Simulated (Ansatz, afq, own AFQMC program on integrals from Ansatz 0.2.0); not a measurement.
# SiH₅ (doublet): AFQMC on the coupled-cluster ladder at distance H1–H2 along a hydrogen transfer = 0.935 Å, cc-pVTZ

How near does AFQMC come to the top of the ladder for SiH₅ (doublet)?

Computed with Ansatz 0.2.0, Gaussian basis, and an in-house AFQMC program (afq) on its integrals; all values are calculated. Level: cc-pVTZ, frozen cores.

To be run: PBE (unrestricted); r2SCAN (unrestricted); PBE0 (unrestricted); B3LYP (unrestricted); CCSD(T) on UHF; wB97M-V (unrestricted); B2PLYP (unrestricted); CCSDT(Q) on UHF; CCSD(T) on UHF; CCSD(T) on UHF; Phaseless AFQMC, CISD trial on UHF.

## (1) The geometry

The geometry derives from fragments relaxed apart (PBE0/def2-TZVP) and kept rigid, so it is no stationary point. A hydrogen atom is moved between rigid fragments.

6 atoms, charge 0, spin multiplicity 2.

Atoms are counted from 1 here; the program's logs count them from 0.

Bond lengths: H2–Si3 1.583 Å, Si3–H4 1.486 Å, Si3–H5 1.486 Å, Si3–H6 1.486 Å. Angles: H2–Si3–H4 107.6°, H2–Si3–H5 107.6°, H2–Si3–H6 107.6°, H4–Si3–H5 111.3°, H4–Si3–H6 111.3°, H5–Si3–H6 111.3°.

## (2) PBE (unrestricted)

Contents of in.yaml:

```yaml
crystal:
  periodic: [false, false, false]
  atoms:
    - {symbol: H, position_ang: [-2.434290, 0.000000, -0.000002]}
    - {symbol: H, position_ang: [-1.499290, 0.000000, -0.000001]}
    - {symbol: Si, position_ang: [0.083710, 0.000000, 0.000000]}
    - {symbol: H, position_ang: [0.533684, -1.416253, 0.000001]}
    - {symbol: H, position_ang: [0.533685, 0.708126, -1.226511]}
    - {symbol: H, position_ang: [0.533683, 0.708127, 1.226511]}
basis:
  gaussian: {orbitals: cc-pVTZ}
magnetization: {spin_polarized: true, initial_magnetization: 1}
hamiltonian: {xc: {name: PBE}}
output: {orbitals: {seedname: orbitals}}
```

On the command line:

```console
$ ansatz run in.yaml --threads 1 --pin off --events-out ev --progress --plain --max-ram 5632MiB --backend cpu
```

What it wrote:

```text
Functional definition: PBE
  name "PBE"
  cite "Perdew, Burke & Ernzerhof, Phys. Rev. Lett. 77, 3865 (1996) doi:10.1103/PhysRevLett.77.3865"
  parent pbe
  parameter kappa = 0.804
  parameter beta = 0.06672455060314922
  exchange = pbe_x(kappa = kappa, mu = beta*pi^2/3)
  correlation = pbe_c(beta = beta)
575 factors; their error is unknown
mean field evaluation 1: about -7950.9229 eV, gradient 1.0e1 eV
mean field evaluation 2: about -7951.6143 eV, gradient 4.9e0 eV
mean field evaluation 4: about -7951.8217 eV, gradient 1.6e-1 eV
mean field evaluation 8: about -7951.7969 eV, gradient 1.6e-1 eV
mean field evaluation 16: about -7951.7969 eV, gradient 2.9e-5 eV
mean field -7951.79694045 eV, -292.2231476401 hartree, gradient 2.9e-5 eV, S^2 0.754317; 0 other end points of the search recorded, 0 dependent functions left out
reference -7951.79697704 eV, -292.2231489846 hartree; 10, 9 occupied and 94, 95 virtual orbitals, 575 factors
Total energy: -7951.79697704 eV, -292.2231489846 hartree
```

Run time: 1.3 s. Hardware: 1 thread of AMD EPYC 7R13 (Zen 3), shared host; peak memory 1.9 GiB.

From the report: ⟨S²⟩ of the determinant 0.754 (pure doublet: 0.75).

## (3) r2SCAN (unrestricted)

Edit in.yaml of step 2 so:

```diff
@@ -12,3 +12,2 @@
 magnetization: {spin_polarized: true, initial_magnetization: 1}
-hamiltonian: {xc: {name: PBE}}
-output: {orbitals: {seedname: orbitals}}
+hamiltonian: {xc: {name: r2SCAN}}
```

Same command.

What it wrote:

```text
Functional definition: r2SCAN
  name "r2SCAN"
  cite "Furness, Kaplan, Ning, Perdew & Sun, J. Phys. Chem. Lett. 11, 8208 (2020) doi:10.1021/acs.jpclett.0c02405"
  cite "Furness, Kaplan, Ning, Perdew & Sun, J. Phys. Chem. Lett. 11, 9248 (2020) doi:10.1021/acs.jpclett.0c03077"
  parent r2scan
  parameter k0 = 0.174
  parameter k1 = 0.065
  parameter a1 = 4.9479
  exchange = r2scan_x(k0 = k0, k1 = k1, a1 = a1)
  correlation = r2scan_c
575 factors; their error is unknown
mean field evaluation 1: about -7954.9004 eV, gradient 8.4e0 eV
mean field evaluation 2: about -7955.3901 eV, gradient 3.6e0 eV
mean field evaluation 4: about -7955.4863 eV, gradient 2.3e-1 eV
mean field evaluation 8: about -7955.4617 eV, gradient 1.7e-1 eV
mean field evaluation 16: about -7955.4618 eV, gradient 2.8e-5 eV
mean field -7955.46181849 eV, -292.3578294239 hartree, gradient 2.8e-5 eV, S^2 0.759172; 0 other end points of the search recorded, 0 dependent functions left out
reference -7955.46183179 eV, -292.3578299126 hartree; 10, 9 occupied and 94, 95 virtual orbitals, 575 factors
Total energy: -7955.46183179 eV, -292.3578299126 hartree
```

It took 2.4 s on 1 thread of AMD EPYC 7R13 (Zen 3), shared host; peak memory 1.9 GiB.

From the report: ⟨S²⟩ of the determinant 0.759 (pure doublet: 0.75).

## (4) PBE0 (unrestricted)

Edit in.yaml of step 3 so:

```diff
@@ -12,2 +12,3 @@
 magnetization: {spin_polarized: true, initial_magnetization: 1}
-hamiltonian: {xc: {name: r2SCAN}}
+hamiltonian: {xc: {name: PBE0}}
+output: {orbitals: {seedname: orbitals}}
```

Launched as before.

What it wrote:

```text
Functional definition: PBE0
  name "PBE0"
  cite "Adamo & Barone, J. Chem. Phys. 110, 6158 (1999) doi:10.1063/1.478522"
  cite "Perdew, Burke & Ernzerhof, Phys. Rev. Lett. 77, 3865 (1996) doi:10.1103/PhysRevLett.77.3865"
  parent pbe
  parameter a = 0.25
  parameter kappa = 0.804
  parameter beta = 0.06672455060314922
  exchange = (1 - a)*pbe_x(kappa = kappa, mu = beta*pi^2/3) + a*exact_x
  correlation = pbe_c(beta = beta)
584 factors; their error is unknown
mean field evaluation 1: about -7952.3303 eV, gradient 6.3e0 eV
mean field evaluation 2: about -7952.6190 eV, gradient 2.2e0 eV
mean field evaluation 4: about -7952.6604 eV, gradient 2.1e-1 eV
mean field evaluation 8: about -7952.6916 eV, gradient 2.3e-2 eV
mean field evaluation 16: about -7952.6916 eV, gradient 1.9e-5 eV
mean field -7952.69155524 eV, -292.2560241273 hartree, gradient 1.9e-5 eV, S^2 0.757178; 0 other end points of the search recorded, 0 dependent functions left out
reference -7952.69158284 eV, -292.2560251414 hartree; 10, 9 occupied and 94, 95 virtual orbitals, 584 factors
Total energy: -7952.69158284 eV, -292.2560251414 hartree
```

Wall time 1.3 s (1 thread of AMD EPYC 7R13 (Zen 3), shared host); peak memory 1.9 GiB.

From the report: ⟨S²⟩ of the determinant 0.757 (pure doublet: 0.75).

## (5) B3LYP (unrestricted)

Edit in.yaml of step 4 so:

```diff
@@ -12,3 +12,2 @@
 magnetization: {spin_polarized: true, initial_magnetization: 1}
-hamiltonian: {xc: {name: PBE0}}
-output: {orbitals: {seedname: orbitals}}
+hamiltonian: {xc: {name: B3LYP}}
```

Launched as before.

What it wrote, cut to the lines that bear on the results:

```text
Functional definition: B3LYP
  name "B3LYP"
  cite "Stephens, Devlin, Chabalowski & Frisch, J. Phys. Chem. 98, 11623 (1994) doi:10.1021/j100096a001"
  cite "Becke, Phys. Rev. A 38, 3098 (1988) doi:10.1103/PhysRevA.38.3098"
  cite "Lee, Yang & Parr, Phys. Rev. B 37, 785 (1988) doi:10.1103/PhysRevB.37.785"
  cite "Vosko, Wilk & Nusair, Can. J. Phys. 58, 1200 (1980) doi:10.1139/p80-159"
[...]
584 factors; their error is unknown
[...]
mean field -7957.12409705 eV, -292.4189170341 hartree, gradient 2.4e-5 eV, S^2 0.755275; 0 other end points of the search recorded, 0 dependent functions left out
reference -7957.12432482 eV, -292.4189254046 hartree; 10, 9 occupied and 94, 95 virtual orbitals, 584 factors
Total energy: -7957.12432482 eV, -292.4189254046 hartree
```

It took 1.4 s on 1 thread of AMD EPYC 7R13 (Zen 3), shared host; peak memory 1.9 GiB.

From the report: ⟨S²⟩ of the determinant 0.755 (pure doublet: 0.75).

## (6) CCSD(T) on UHF

Edit in.yaml of step 5 so:

```diff
@@ -12,2 +12,2 @@
 magnetization: {spin_polarized: true, initial_magnetization: 1}
-hamiltonian: {xc: {name: B3LYP}}
+correlation: {method: ccsd_t, electrons: outside_noble_gas, hamiltonian_folder: ham}
```

On the command line:

```console
$ ansatz run in.yaml --threads 1 --pin off --events-out ev --progress --plain --max-ram 16896MiB --backend cuda --devices 0, --max-vram 18GiB
```

What it wrote, cut to the lines that bear on the results:

```text
Functional definition: HF
  name "HF"
  cite "Fock, Z. Phys. 61, 126 (1930) doi:10.1007/BF01340294"
  parent pbe
[...]
573 factors; integrals over basis functions are off by at most 1.4e-3 eV
[...]
mean field -7938.42161294 eV, -291.7316134200 hartree, gradient 3.2e-6 eV, S^2 0.771993; 0 other end points of the search recorded, 0 dependent functions left out
5 core orbitals not correlated: weight in the atoms' cores, before any rotation towards them, 1.000 or more for the frozen orbitals, at most 0.000 for the correlated occupied ones
reference -7938.42161294 eV, -291.7316134200 hartree; 5, 4 occupied and 94, 95 virtual orbitals, 573 factors
second order -4.24824671 eV of doubles, -0.00000000 eV of singles
cycle   1  -4.89312057 eV  change   -6.4e-1 eV  update   6.2e-2
[...]
cycle  10  -5.17139238 eV  change   -2.3e-6 eV  update   5.0e-6
perturbative correction -0.12889572 eV, -0.0047368303 hartree
Total energy: -7943.72190104 eV, -291.9263954150 hartree
```

Wall time 9 s (1 × NVIDIA H100 80GB HBM3 with 1 thread of AMD EPYC 7R13 (Zen 3), shared host); peak host memory 1.9 GiB.

From the report: ⟨S²⟩ of the determinant 0.772 (pure doublet: 0.75); correlation -5.3003 eV; T1 0.017; largest double amplitude 0.03.

This run also writes the integrals to the folder ham.

## (7) wB97M-V (unrestricted)

Edit in.yaml of step 6 so:

```diff
@@ -12,2 +12,3 @@
 magnetization: {spin_polarized: true, initial_magnetization: 1}
-correlation: {method: ccsd_t, electrons: outside_noble_gas, hamiltonian_folder: ham}
+hamiltonian: {xc: {name: wB97M-V}}
+output: {orbitals: {seedname: orbitals}}
```

On the command line:

```console
$ ansatz run in.yaml --threads 1 --pin off --events-out ev --progress --plain --max-ram 5632MiB --backend cpu
```

What it wrote, cut to the lines that bear on the results:

```text
Functional definition: wB97M-V
  name "wB97M-V"
  cite "Mardirossian & Head-Gordon, J. Chem. Phys. 144, 214110 (2016) doi:10.1063/1.4952647"
  cite "Becke, J. Chem. Phys. 107, 8554 (1997) doi:10.1063/1.475007"
  cite "Vydrov & Van Voorhis, J. Chem. Phys. 133, 244103 (2010) doi:10.1063/1.3521275"
  # Of w^i u^j: cxij and so on, Table III.
[...]
  gx(w, u) = 1 - cx + cx01*u + cx10*w
  gss(w, u) = css00 + css04*u^4 + css10*w + css20*w^2 + css43*w^4*u^3
  gos(w, u) = cos00 + cos10*w + (cos20 + cos21*u)*w^2 + (cos60 + cos61*u)*w^6
[...]
      + integral(e_c_pw_mod_opposite_spin*gos(b97_w_opposite, b97_u_opposite)) + vv10(b, c)
584 factors; their error is unknown
157 factors; integrals over basis functions are off by at most 1.7e-5 eV
[...]
mean field -7954.81101405 eV, -292.3339128017 hartree, gradient 3.4e-5 eV, S^2 0.754210; 0 other end points of the search recorded, 0 dependent functions left out
reference -7954.81105660 eV, -292.3339143654 hartree; 10, 9 occupied and 94, 95 virtual orbitals, 584 factors
Total energy: -7954.81105660 eV, -292.3339143654 hartree
```

Wall time 5 s (1 thread of AMD EPYC 7R13 (Zen 3), shared host); peak memory 1.9 GiB.

From the report: ⟨S²⟩ of the determinant 0.754 (pure doublet: 0.75).

## (8) B2PLYP (unrestricted)

Edit in.yaml of step 7 so:

```diff
@@ -12,3 +12,3 @@
 magnetization: {spin_polarized: true, initial_magnetization: 1}
-hamiltonian: {xc: {name: wB97M-V}}
-output: {orbitals: {seedname: orbitals}}
+hamiltonian: {xc: {name: B2PLYP}}
+correlation: {electrons: outside_noble_gas}
```

Launched as before.

What it wrote, cut to the lines that bear on the results:

```text
Functional definition: B2PLYP
  name "B2PLYP"
  cite "Grimme, J. Chem. Phys. 124, 034108 (2006) doi:10.1063/1.2148954"
  cite "Becke, Phys. Rev. A 38, 3098 (1988) doi:10.1103/PhysRevA.38.3098"
  cite "Lee, Yang & Parr, Phys. Rev. B 37, 785 (1988) doi:10.1103/PhysRevB.37.785"
[...]
573 factors; integrals over basis functions are off by at most 1.4e-3 eV
[...]
mean field -7951.20166551 eV, -292.2012716892 hartree, gradient 5.4e-6 eV, S^2 0.760756; 0 other end points of the search recorded, 0 dependent functions left out
5 core orbitals not correlated: weight in the atoms' cores, before any rotation towards them, 1.000 or more for the frozen orbitals, at most 0.000 for the correlated occupied ones
reference -7951.20181009 eV, -292.2012770027 hartree; 5, 4 occupied and 94, 95 virtual orbitals, 573 factors
second order -5.26931358 eV of doubles, -0.00000000 eV of singles
Total energy: -7952.62452476 eV, -292.2535608023 hartree
```

It took 1.8 s on 1 thread of AMD EPYC 7R13 (Zen 3), shared host; peak memory 1.9 GiB.

From the report: ⟨S²⟩ of the determinant 0.761 (pure doublet: 0.75).

## (9) CCSDT(Q) on UHF

Edit in.yaml of step 8 so:

```diff
@@ -12,3 +12,2 @@
 magnetization: {spin_polarized: true, initial_magnetization: 1}
-hamiltonian: {xc: {name: B2PLYP}}
-correlation: {electrons: outside_noble_gas}
+correlation: {method: ccsdt_q, electrons: outside_noble_gas}
```

On the command line:

```console
$ ansatz run in.yaml --threads 1 --pin off --events-out ev --progress --plain --max-ram 16896MiB --backend cuda --devices 0, --max-vram 18GiB
```

What it wrote, cut to the lines that bear on the results:

```text
Functional definition: HF
  name "HF"
  cite "Fock, Z. Phys. 61, 126 (1930) doi:10.1007/BF01340294"
  parent pbe
[...]
1282 factors; integrals over basis functions are off by at most 1.7e-7 eV
[...]
mean field -7938.42162227 eV, -291.7316137629 hartree, gradient 2.6e-6 eV, S^2 0.771993; 0 other end points of the search recorded, 0 dependent functions left out
5 core orbitals not correlated: weight in the atoms' cores, before any rotation towards them, 1.000 or more for the frozen orbitals, at most 0.000 for the correlated occupied ones
reference -7938.42162227 eV, -291.7316137629 hartree; 5, 4 occupied and 94, 95 virtual orbitals, 1282 factors
second order -4.24826929 eV of doubles, -0.00000000 eV of singles
cycle   1  -4.89308729 eV  change   -6.4e-1 eV  update   6.8e-2
[...]
cycle  15  -5.32612041 eV  change    1.0e-6 eV  update   2.9e-7
perturbative correction -0.00380116 eV, -0.0001396900 hartree
Total energy: -7943.75154383 eV, -291.9274847677 hartree
```

Wall time 27 s (1 × NVIDIA H100 80GB HBM3 with 1 thread of AMD EPYC 7R13 (Zen 3), shared host); peak host memory 1.9 GiB.

From the report: ⟨S²⟩ of the determinant 0.772 (pure doublet: 0.75); correlation -5.3299 eV; T1 0.018; largest double amplitude 0.03.

## (10) CCSD(T) on UHF

Edit in.yaml of step 9 so:

```diff
@@ -10,4 +10,4 @@
 basis:
-  gaussian: {orbitals: cc-pVTZ}
+  gaussian: {orbitals: def2-TZVPP}
 magnetization: {spin_polarized: true, initial_magnetization: 1}
-correlation: {method: ccsdt_q, electrons: outside_noble_gas}
+correlation: {method: ccsd_t, electrons: outside_noble_gas}
```

Launched as before.

What it wrote, cut to the lines that bear on the results:

```text
Functional definition: HF
  name "HF"
  cite "Fock, Z. Phys. 61, 126 (1930) doi:10.1007/BF01340294"
  parent pbe
[...]
611 factors; integrals over basis functions are off by at most 1.3e-3 eV
[...]
mean field -7938.35211164 eV, -291.7290592944 hartree, gradient 3.5e-6 eV, S^2 0.771934; 0 other end points of the search recorded, 0 dependent functions left out
5 core orbitals not correlated: weight in the atoms' cores, before any rotation towards them, 1.000 or more for the frozen orbitals, at most 0.000 for the correlated occupied ones
reference -7938.35211164 eV, -291.7290592944 hartree; 5, 4 occupied and 102, 103 virtual orbitals, 611 factors
second order -4.25780378 eV of doubles, -0.00000000 eV of singles
cycle   1  -4.90239227 eV  change   -6.4e-1 eV  update   6.2e-2
[...]
cycle  10  -5.18197504 eV  change   -2.3e-6 eV  update   5.3e-6
perturbative correction -0.12934878 eV, -0.0047534799 hartree
Total energy: -7943.66343546 eV, -291.9242468446 hartree
```

It took 6.5 s on 1 × NVIDIA H100 80GB HBM3 with 1 thread of AMD EPYC 7R13 (Zen 3), shared host; peak host memory 1.9 GiB.

From the report: ⟨S²⟩ of the determinant 0.772 (pure doublet: 0.75); correlation -5.3113 eV; T1 0.017; largest double amplitude 0.04.

## (11) CCSD(T) on UHF

Edit in.yaml of step 10 so:

```diff
@@ -10,3 +10,3 @@
 basis:
-  gaussian: {orbitals: def2-TZVPP}
+  gaussian: {orbitals: "def2-QZVPP.json"}
 magnetization: {spin_polarized: true, initial_magnetization: 1}
```

Same command.

What it wrote, cut to the lines that bear on the results:

```text
Functional definition: HF
  name "HF"
  cite "Fock, Z. Phys. 61, 126 (1930) doi:10.1007/BF01340294"
  parent pbe
[...]
1268 factors; integrals over basis functions are off by at most 1.0e-3 eV
[...]
mean field -7938.61816571 eV, -291.7388366011 hartree, gradient 3.1e-6 eV, S^2 0.772033; 0 other end points of the search recorded, 0 dependent functions left out
5 core orbitals not correlated: weight in the atoms' cores, before any rotation towards them, 1.000 or more for the frozen orbitals, at most 0.000 for the correlated occupied ones
reference -7938.61816571 eV, -291.7388366011 hartree; 5, 4 occupied and 210, 211 virtual orbitals, 1268 factors
second order -4.53335570 eV of doubles, -0.00000000 eV of singles
cycle   1  -5.11194328 eV  change   -5.8e-1 eV  update   6.1e-2
[...]
cycle  10  -5.39282554 eV  change   -2.6e-7 eV  update   7.4e-6
perturbative correction -0.14460687 eV, -0.0053142045 hartree
Total energy: -7944.15559812 eV, -291.9423334887 hartree
```

Wall time 9 s (1 × NVIDIA H100 80GB HBM3 with 1 thread of AMD EPYC 7R13 (Zen 3), shared host); peak host memory 1.9 GiB.

From the report: ⟨S²⟩ of the determinant 0.772 (pure doublet: 0.75); correlation -5.5374 eV; T1 0.017; largest double amplitude 0.03.

## (12) Phaseless AFQMC, CISD trial on UHF

It reads the integrals that the CCSD(T) run on this determinant wrote.

On the command line:

```console
$ afq ham --method phaseless --trial cisd --walkers 1100 --populations 20 --least-time 60 --time-step 0.005 --steps-per-block 50 --equilibration-blocks 28 --max-blocks 4000 --target-error 0.00018 --factor-cut 1e-05 --start spin_pure --seed 297 --release-times 0.24,0.51,0.99,1.62,2.4 --release-step 0.03 --release-every 3 --taylor-order 6
```

What it wrote:

```text
orbitals 99  electrons 5 4  factors 569 of 573
reference energy -291.73161342 Eh
CCSD correlation -0.19004519 Eh in 10 cycles, weight of the determinant in the CISD state 0.9012
energy of the start -291.921117 Eh
 block  time / (1/Eh)  mean weight  energy / Eh
     1     0.250  1.0005  -291.919605
     2     0.500  0.9999  -291.920695
     3     0.750  0.9998  -291.922106
     4     1.000  1.0002  -291.922919
     5     1.250  0.9998  -291.924038
     6     1.500  0.9998  -291.924994
     7     1.750  1.0001  -291.925055
     8     2.000  0.9999  -291.925515
     9     2.250  0.9997  -291.926093
    10     2.500  0.9997  -291.926082
    11     2.750  1.0002  -291.926141
    12     3.000  1.0004  -291.926413
    13     3.250  1.0001  -291.926716
    14     3.500  1.0002  -291.926081
    15     3.750  1.0000  -291.926814
    16     4.000  1.0002  -291.926772
    17     4.250  0.9997  -291.926966
    18     4.500  1.0000  -291.926557
    19     4.750  0.9999  -291.926704
    20     5.000  0.9996  -291.926823
    21     5.250  1.0000  -291.927049
    22     5.500  0.9997  -291.927797
    23     5.750  0.9996  -291.927786
    24     6.000  1.0003  -291.927017
    25     6.250  1.0001  -291.927422
    26     6.500  0.9996  -291.927676
    27     6.750  1.0000  -291.927776
    28     7.000  0.9998  -291.927707
    29     7.250  1.0002  -291.927690
    30     7.500  0.9997  -291.927269
    31     7.750  1.0001  -291.927235
    32     8.000  0.9998  -291.926423
    33     8.250  1.0005  -291.926711
    34     8.500  0.9995  -291.926929
    35     8.750  1.0000  -291.927059
    36     9.000  0.9998  -291.927584
    37     9.250  0.9999  -291.927153
    38     9.500  1.0000  -291.926668
    39     9.750  0.9999  -291.926769
    40    10.000  0.9999  -291.927083
    41    10.250  1.0001  -291.927205
    42    10.500  1.0000  -291.928214
    43    10.750  0.9999  -291.927808
    44    11.000  1.0001  -291.927652
    45    11.250  1.0003  -291.927277
    46    11.500  1.0004  -291.927564
    47    11.750  0.9994  -291.927393
    48    12.000  1.0000  -291.927132
    49    12.250  0.9999  -291.926932
    50    12.500  1.0003  -291.926963
    51    12.750  1.0002  -291.927353
    52    13.000  1.0002  -291.928045
    53    13.250  1.0001  -291.928162
    54    13.500  0.9990  -291.927792
    55    13.750  1.0003  -291.927812
    56    14.000  1.0005  -291.927971
    57    14.250  0.9994  -291.927548
    58    14.500  1.0003  -291.926861
    59    14.750  0.9998  -291.926986
    60    15.000  1.0003  -291.926914
    61    15.250  1.0003  -291.927524
    62    15.500  1.0004  -291.927605
    63    15.750  1.0005  -291.928136
    64    16.000  0.9998  -291.927155
    65    16.250  0.9998  -291.927405
    66    16.500  1.0009  -291.928117
    67    16.750  0.9995  -291.927550
    68    17.000  1.0001  -291.927097
    69    17.250  0.9996  -291.926858
    70    17.500  0.9999  -291.927830
    71    17.750  1.0000  -291.927939
    72    18.000  0.9998  -291.927704
    73    18.250  0.9995  -291.928012
    74    18.500  1.0003  -291.927391
    75    18.750  1.0005  -291.927549
    76    19.000  0.9999  -291.927771
    77    19.250  1.0001  -291.927932
    78    19.500  0.9997  -291.927905
error from the spread of 20 populations
released: time / (1/Eh)  energy / Eh  error  mean overlap
  0.24  -291.927469  0.000105  0.9933
  0.51  -291.927527  0.000083  0.9889
  0.99  -291.927445  0.000095  0.9923
  1.62  -291.927536  0.000148  0.9824
  2.40  -291.927479  0.000134  0.9708
energy -291.927433 +/- 0.000076 Eh
```

Wall time 1.9 min (1 × NVIDIA H100 80GB HBM3 with 2 threads of AMD EPYC 7R13 (Zen 3), shared host); peak host memory 1.9 GiB.

Energy -7943.7501 ± 0.0021 eV. Caveats: constraint bias not in the error.

## (13) AFQMC on the ladder

On the UHF determinant, counted from CCSDT(Q) (a yardstick, not exact):

| level | energy (eV) | from CCSDT(Q) (kJ/mol) | statistical error (kJ/mol) | time |
| --- | --- | --- | --- | --- |
| HF | -7938.4216 | +514.3 |  |  |
| MP2 | -7942.6699 | +104.4 |  |  |
| CCSD | -7943.5930 | +15.3 |  |  |
| CCSD(T) | -7943.7219 | +2.9 |  |  |
| CCSDT(Q) | -7943.7515 | 0.0 |  |  |
| Phaseless AFQMC, CISD trial, step 0.005, 1100 walkers | -7943.7501 | +0.1 | 0.2 | 1.9 min |

The functionals' totals stand on their own zeros and serve differences with other points: PBE -7951.797 eV; r2SCAN -7955.462 eV; PBE0 -7952.692 eV; B3LYP -7957.124 eV; wB97M-V -7954.811 eV; B2PLYP -7952.625 eV.

## (14) What came out

| quantity | value |
| --- | --- |
| CCSD(T) on UHF from CCSDT(Q) | +2.9 kJ/mol |
| Phaseless AFQMC, CISD trial on UHF from CCSDT(Q) | +0.1 ± 0.2 kJ/mol |

**Reading.** On UHF the phaseless walk with the CISD trial lies +0.1 kJ/mol from CCSDT(Q), within three error bars. Error bars are statistical and leave out the constraint, the time step and what remains of the start.
